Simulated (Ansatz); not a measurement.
C2H2ClO (charge -1), SMILES [O-]/C=C/Cl, vertical spin-state energies

Program: the Python package of Ansatz (0.2.0).

The cells in order, each with its output:

```python
import ansatz
from rdkit import Chem
from rdkit.Chem import AllChem
```

```python
# a force-field geometry from the SMILES
rd = Chem.AddHs(Chem.MolFromSmiles("[O-]/C=C/Cl"))
AllChem.EmbedMolecule(rd, randomSeed=152)
AllChem.UFFOptimizeMolecule(rd)
molecule = ansatz.Crystal.molecule()
for atom, xyz in zip(rd.GetAtoms(), rd.GetConformer().GetPositions()):
    molecule = molecule.atom(atom.GetSymbol(), xyz.round(5).tolist())
```

```python
setup = (
    molecule.calculation()
    .basis(gaussian="6-31G")
    .functional("r2scan0")
    .charge(-1)
    .accuracy("medium")
)
found = {}
for unpaired in [0, 2]:
    summary = setup.spin("collinear", total=unpaired).run().report
    s = unpaired / 2
    found[unpaired] = summary["free_energy_ev"]
    print(f"2S+1 = {unpaired + 1}: E = {found[unpaired]:.5f} eV, <S^2> = {abs(summary['mean_field']['state']['spin_squared']):.3f} (pure state {s * (s + 1):.2f})")
lowest = min(found, key=found.get)
for unpaired, e in found.items():
    print(f"multiplicity {unpaired + 1}: {96.485332 * (e - found[lowest]):.1f} kJ/mol above the lowest")
```

    2S+1 = 1: E = -16669.52108 eV, <S^2> = 0.000 (pure state 0.00)
    2S+1 = 3: E = -16665.94325 eV, <S^2> = 2.010 (pure state 2.00)
    multiplicity 1: 0.0 kJ/mol above the lowest
    multiplicity 3: 345.2 kJ/mol above the lowest

In order: multiplicity 1 (+0.00 eV) and multiplicity 3 (+3.58 eV), all at the one geometry.

Notes:
- The settings weren't tested for convergence.
- The geometry is a force-field or estimated start, not a minimum of this method, and the basis set is short of its limit. All parts are taken at fixed geometry, without zero-point energy.
- Anions want diffuse functions, which this basis lacks.
- Finished in 13 s on 1 thread of Arm Neoverse V1 (shared host), peak memory 0.28 GiB.
